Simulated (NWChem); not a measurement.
**the pair C2H3N···HCl: a chain of runs**

We compute the energy (singlet C2H4ClN, wB97X-D3/jun-cc-pV(D+d)Z), then the energy (singlet C2H3N, wB97X-D3/jun-cc-pV(D+d)Z), then a single-point energy (singlet HCl, wB97X-D3/jun-cc-pV(D+d)Z), then a single-point energy (singlet C2H3N, wB97X-D3/jun-cc-pV(D+d)Z), then the energy (singlet HCl, wB97X-D3/jun-cc-pV(D+d)Z) of C2H4ClN and its partners. 

Program for the calculation: NWChem 7.3.0.

### Step 1. The system as given

C2H4ClN has 8 atoms, charge 0, and is taken as a singlet. The two molecules were placed rigidly side by side, at 0.85 times their contact distance; the pair isn't optimised.

Bond lengths: C1–C2 1.202 Å, C2–N3 1.344 Å, C1–H4 1.063 Å, N3–H5 1.009 Å, N3–H6 1.009 Å, Cl7–H8 1.279 Å. Angles: C1–C2–N3 177.2°, C2–C1–H4 179.7°, C2–N3–H5 115.0°, C2–N3–H6 115.0°, H5–N3–H6 112.2°.

### Step 2. The energy at wB97X-D3/jun-cc-pV(D+d)Z (run 1)

c2h4cln.nw

```
start c2h4cln
memory stack 880 mb heap 220 mb global 1100 mb

geometry noautosym nocenter noautoz
 C       -1.175720      -0.467020      -0.699300
 C       -0.190120      -0.142320      -0.093000
 N        0.916580       0.157980       0.607300
 H       -2.047420      -0.749720      -1.237100
 H        1.721180       0.401180       0.049300
 H        0.775480       0.799880       1.372800
 Cl      -0.123840      -3.053460       0.310250
 H        0.929720      -2.571550       0.851620
end

basis spherical bse
 * library "jun-cc-pV(D+d)Z"
end

dft
 xc wb97x-d3
 mult 1
 grid fine
 convergence energy 1e-08
 maxiter 100
 mulliken
 noprint "final vectors analysis"
end

task dft energy
```

Launch:

```console
nwchem c2h4cln.nw > c2h4cln.out
```

Output:

```text
[...]
          Wavefunction type:  closed shell.
          No. of atoms     :     8
          No. of electrons :    40
[...]
          Charge           :     0
          Spin multiplicity:     1
[...]
          AO basis - number of functions:   101
[...]
              XC Information
              --------------
                    wb97x-d3  Method XC Functional
                     Hartree-Fock (Exact) Exchange  1.000
                      wb97x-d3 Exchange Functional  1.000
                   wb97x-d3 Correlation Functional  1.000
[...]
 d= 0,ls=0.0,diis     1   -593.4000193955 -7.26D+02  8.63D-03  4.66D-01     5.8
[...]
 d= 0,ls=0.0,diis    11   -593.4582251312 -1.75D-09  3.76D-07  2.01D-10    63.6
         Total DFT energy =     -593.458225131192
      One electron energy =    -1078.471749305754
           Coulomb energy =      399.564205322902
    Exchange-Corr. energy =      -47.410429022760
 Nuclear repulsion energy =      132.861379519299
    Dispersion correction =       -0.001631644880
[...]
      Total Density - Mulliken Population Analysis
     ---------------------------------------------
    Atom       Charge   Shell Charges
 -----------   ------   -------------------------------------------------------
    1 C    6     6.30   2.01  0.64  0.66  0.20  2.05  0.68  0.02  0.03
    2 C    6     5.67   2.01  0.66  0.48 -0.13  2.06  0.57 -0.08  0.10
    3 N    7     7.53   2.01  0.72  0.65  0.18  2.49  1.31  0.15  0.03
    4 H    1     0.95   0.74  0.18  0.03
    5 H    1     0.78   0.72  0.00  0.06
    6 H    1     0.78   0.72  0.01  0.06
    7 Cl  17    17.19   2.00  2.03  0.95  0.90  0.05  6.00  3.10  2.04  0.09  0.00  0.02
    8 H    1     0.81   0.67  0.08  0.05
[...]
```

Wall time 64 s (1 thread of Intel Xeon 6975P-C (Granite Rapids), shared host); peak memory 0.12 GiB.

### Step 3. C2H3N: the energy at wB97X-D3/jun-cc-pV(D+d)Z (run 2)

nw.nw

```
start nw
title "C2H3N energy"
memory 2200 mb

geometry units angstroms noautosym nocenter noautoz
   C       -1.175720      -0.467020      -0.699300
   C       -0.190120      -0.142320      -0.093000
   N        0.916580       0.157980       0.607300
   H       -2.047420      -0.749720      -1.237100
   H        1.721180       0.401180       0.049300
   H        0.775480       0.799880       1.372800
end

basis spherical bse
   * library "jun-cc-pV(D+d)Z"
end

dft
   xc wb97x-d3
   grid fine
   convergence energy 1e-08
   maxiter 100
   mulliken
   print low
end

task dft energy
```

Launch:

```console
nwchem nw.nw > nw.out
```

Output:

```text
[...]
 d= 0,ls=0.0,diis     1   -132.6175748333 -1.92D+02  1.16D-02  3.06D-01     1.8
[...]
 d= 0,ls=0.0,diis    11   -132.6563969091 -6.71D-10  3.25D-07  3.88D-10    18.1
         Total DFT energy =     -132.656396909106
      One electron energy =     -295.943408871260
           Coulomb energy =      122.391246178936
    Exchange-Corr. energy =      -18.787277822299
 Nuclear repulsion energy =       59.683432794805
    Dispersion correction =       -0.000389189288
[...]
      Total Density - Mulliken Population Analysis
     ---------------------------------------------
    Atom       Charge   Shell Charges
 -----------   ------   -------------------------------------------------------
    1 C    6     6.30   2.01  0.63  0.66  0.17  2.05  0.71  0.02  0.03
    2 C    6     5.74   2.01  0.66  0.48 -0.05  2.05  0.55 -0.06  0.10
    3 N    7     7.43   2.01  0.72  0.65  0.10  2.48  1.30  0.13  0.03
    4 H    1     0.95   0.74  0.18  0.03
    5 H    1     0.79   0.72  0.01  0.06
    6 H    1     0.79   0.72  0.01  0.06
[...]
```

Run time: 19 s. Hardware: 1 thread of Intel Xeon 6975P-C (Granite Rapids), shared host; peak memory 0.12 GiB.

### Step 4. HCl: a single-point energy at wB97X-D3/jun-cc-pV(D+d)Z (run 3)

clh.nw

```
start clh
memory 2200 mb

geometry units au noautosym nocenter noautoz
   Cl  -0.23402368  -5.77020313   0.58628753
   H    1.75691617  -4.85952522   1.60932856
end

basis spherical bse
   * library "jun-cc-pV(D+d)Z"
end

dft
   xc wb97x-d3
   grid fine
   convergence energy 1e-08
   iterations 100
   mulliken
   noprint "final vectors analysis"
end

task dft energy
```

Launch:

```console
nwchem clh.nw > clh.out
```

Output:

```text
[...]
          Wavefunction type:  closed shell.
          No. of atoms     :     2
          No. of electrons :    18
[...]
          Charge           :     0
          Spin multiplicity:     1
[...]
          AO basis - number of functions:    32
[...]
              XC Information
              --------------
                    wb97x-d3  Method XC Functional
                     Hartree-Fock (Exact) Exchange  1.000
                      wb97x-d3 Exchange Functional  1.000
                   wb97x-d3 Correlation Functional  1.000
[...]
 d= 0,ls=0.0,diis     1   -460.7932874474 -4.68D+02  9.29D-03  1.45D-01     0.5
[...]
 d= 0,ls=0.0,diis     8   -460.8102398425 -3.79D-11  5.71D-08  1.23D-12     2.7
         Total DFT energy =     -460.810239842468
      One electron energy =     -649.914850821611
           Coulomb energy =      210.670240864770
    Exchange-Corr. energy =      -28.600406839687
 Nuclear repulsion energy =        7.034777324028
    Dispersion correction =       -0.000000369967
[...]
      Total Density - Mulliken Population Analysis
     ---------------------------------------------
    Atom       Charge   Shell Charges
 -----------   ------   -------------------------------------------------------
    1 Cl  17    17.18   2.00  2.03  0.96  0.91  0.05  6.00  3.09  2.03  0.09  0.00  0.02
    2 H    1     0.82   0.68  0.09  0.05
[...]
```

Wall time 3.3 s (1 thread of Intel Xeon 6975P-C (Granite Rapids), shared host); peak memory 0.11 GiB.

### Step 5. C2H3N among ghost functions: the energy at wB97X-D3/jun-cc-pV(D+d)Z (with ghost functions) (run 4)

struct.nw

```
start struct
memory total 2200 mb
charge 0

geometry units angstroms noautosym nocenter noautoz
  C    -1.175720   -0.467020   -0.699300
  C    -0.190120   -0.142320   -0.093000
  N     0.916580    0.157980    0.607300
  H    -2.047420   -0.749720   -1.237100
  H     1.721180    0.401180    0.049300
  H     0.775480    0.799880    1.372800
  bqCl    -0.123840    -3.053460     0.310250
  bqH      0.929720    -2.571550     0.851620
end

basis "ao basis" spherical bse
  C library "jun-cc-pV(D+d)Z"
  N library "jun-cc-pV(D+d)Z"
  H library "jun-cc-pV(D+d)Z"
  bqCl library Cl "jun-cc-pV(D+d)Z"
  bqH library H "jun-cc-pV(D+d)Z"
end

dft
  xc wb97x-d3
  grid fine
  convergence energy 1e-08
  iterations 100
  mulliken
  noprint "final vectors analysis"
end

task dft
```

Launch:

```console
nwchem struct.nw > struct.out
```

Output:

```text
[...]
          Wavefunction type:  closed shell.
          No. of atoms     :     8
          No. of electrons :    22
[...]
          Charge           :     0
          Spin multiplicity:     1
[...]
          AO basis - number of functions:   101
[...]
              XC Information
              --------------
                    wb97x-d3  Method XC Functional
                     Hartree-Fock (Exact) Exchange  1.000
                      wb97x-d3 Exchange Functional  1.000
                   wb97x-d3 Correlation Functional  1.000
[...]
 d= 0,ls=0.0,diis     1   -132.6176773010 -1.92D+02  7.71D-03  3.06D-01     5.1
[...]
 d= 0,ls=0.0,diis    11   -132.6565138512 -6.70D-10  2.44D-07  3.90D-10    61.0
         Total DFT energy =     -132.656513851200
      One electron energy =     -295.943111179712
           Coulomb energy =      122.390756321604
    Exchange-Corr. energy =      -18.787202598609
 Nuclear repulsion energy =       59.683432794805
    Dispersion correction =       -0.000389189288
[...]
      Total Density - Mulliken Population Analysis
     ---------------------------------------------
    Atom       Charge   Shell Charges
 -----------   ------   -------------------------------------------------------
    1 C    6     6.32   2.01  0.63  0.66  0.19  2.05  0.71  0.02  0.03
    2 C    6     5.72   2.01  0.66  0.48 -0.08  2.05  0.55 -0.06  0.10
    3 N    7     7.44   2.01  0.72  0.66  0.11  2.48  1.30  0.13  0.03
    4 H    1     0.95   0.74  0.18  0.03
    5 H    1     0.79   0.72  0.01  0.06
    6 H    1     0.79   0.72  0.01  0.06
    7 X    0     0.00   0.00  0.00  0.00 -0.00  0.00 -0.00 -0.00 -0.00  0.00  0.00 -0.00
    8 X    0    -0.00   0.00 -0.00  0.00
[...]
```

Wall time 62 s (1 thread of Intel Xeon 6975P-C (Granite Rapids), shared host); peak memory 0.12 GiB.

### Step 6. HCl among ghost functions: a single-point energy at wB97X-D3/jun-cc-pV(D+d)Z (with ghost functions) (run 5)

sp.nw

```
start sp
title "ClH"
memory 2200 mb

geometry units bohr noautosym nocenter noautoz
  Cl  -0.23402368  -5.77020313   0.58628753
  H    1.75691617  -4.85952522   1.60932856
  bqC     -2.221789    -0.882540    -1.321485
  bqC     -0.359275    -0.268946    -0.175745
  bqN      1.732085     0.298539     1.147631
  bqH     -3.869063    -1.416765    -2.337780
  bqH      3.252559     0.758120     0.093163
  bqH      1.465445     1.511554     2.594216
end

basis spherical bse
  Cl library "jun-cc-pV(D+d)Z"
  H library "jun-cc-pV(D+d)Z"
  bqC library C "jun-cc-pV(D+d)Z"
  bqN library N "jun-cc-pV(D+d)Z"
  bqH library H "jun-cc-pV(D+d)Z"
end

dft
  xc wb97x-d3
  grid fine
  convergence energy 1e-08
  iterations 100
  mulliken
  print low
end

task dft energy
```

Launch:

```console
nwchem sp.nw > sp.out
```

Output:

```text
[...]
 d= 0,ls=0.0,diis     1   -460.7937219240 -4.68D+02  3.64D-03  1.45D-01     4.5
[...]
 d= 0,ls=0.0,diis     8   -460.8106193405 -8.95D-11  8.59D-08  3.49D-12    41.4
         Total DFT energy =     -460.810619340462
      One electron energy =     -649.911873963562
           Coulomb energy =      210.666218534792
    Exchange-Corr. energy =      -28.599740865752
 Nuclear repulsion energy =        7.034777324028
    Dispersion correction =       -0.000000369967
[...]
      Total Density - Mulliken Population Analysis
     ---------------------------------------------
    Atom       Charge   Shell Charges
 -----------   ------   -------------------------------------------------------
    1 Cl  17    17.19   2.00  2.03  0.95  0.91  0.05  6.00  3.09  2.04  0.09  0.00  0.02
    2 H    1     0.81   0.67  0.08  0.05
    3 X    0    -0.02   0.00  0.00 -0.00 -0.01  0.00 -0.01  0.00 -0.00
    4 X    0    -0.01   0.00  0.00  0.00 -0.02 -0.00  0.00  0.00 -0.00
    5 X    0     0.04   0.00  0.00 -0.00  0.03 -0.00 -0.00  0.01  0.00
    6 X    0     0.00   0.00  0.00  0.00
    7 X    0    -0.00   0.00 -0.00 -0.00
    8 X    0    -0.00   0.00 -0.00 -0.00
[...]
```

It took 42 s on 1 thread of Intel Xeon 6975P-C (Granite Rapids), shared host; peak memory 0.12 GiB.

### Step 7. Results

| quantity | value |
| --- | --- |
| run 1, wB97X-D3/jun-cc-pV(D+d)Z: total energy | -593.45823 Eh |
| run 1, wB97X-D3/jun-cc-pV(D+d)Z: dipole moment | 2.90 D |
| run 1, wB97X-D3/jun-cc-pV(D+d)Z: dispersion energy | -4.28 kJ/mol |
| C2H3N: total energy | -132.65640 Eh |
| C2H3N: dispersion energy | -1.02 kJ/mol |
| HCl: total energy | -460.81024 Eh |
| HCl: dipole moment | 1.39 D |
| HCl: dispersion energy | 0.00 kJ/mol |
| C2H3N among ghost functions: total energy | -132.65651 Eh |
| C2H3N among ghost functions: dipole moment | 1.80 D |
| C2H3N among ghost functions: dispersion energy | -1.02 kJ/mol |
| HCl among ghost functions: total energy | -460.81062 Eh |
| HCl among ghost functions: dispersion energy | 0.00 kJ/mol |
| interaction energy of the rigid parts C2H3N and HCl (parts in their own basis; closest atoms 2.74 Å apart) | 0.229 eV |
| interaction energy of the rigid parts C2H3N and HCl (parts in the whole basis, counterpoise; closest atoms 2.74 Å apart) | 0.242 eV |

What this shows: The interaction energy of the rigid parts C2H3N and HCl (parts in their own basis; closest atoms 2.74 Å apart) is 0.23 eV (5.3 kcal/mol): the parts repel at this shape. Without counterpoise this holds the superposition error of the basis. The interaction energy of the rigid parts C2H3N and HCl (parts in the whole basis, counterpoise; closest atoms 2.74 Å apart) is 0.24 eV (5.6 kcal/mol): the parts repel at this shape. The basis-set superposition error is 1.3 kJ/mol. Mulliken charges (run 1, wB97X-D3/jun-cc-pV(D+d)Z) run from -0.53 on N3 to +0.33 on C2.
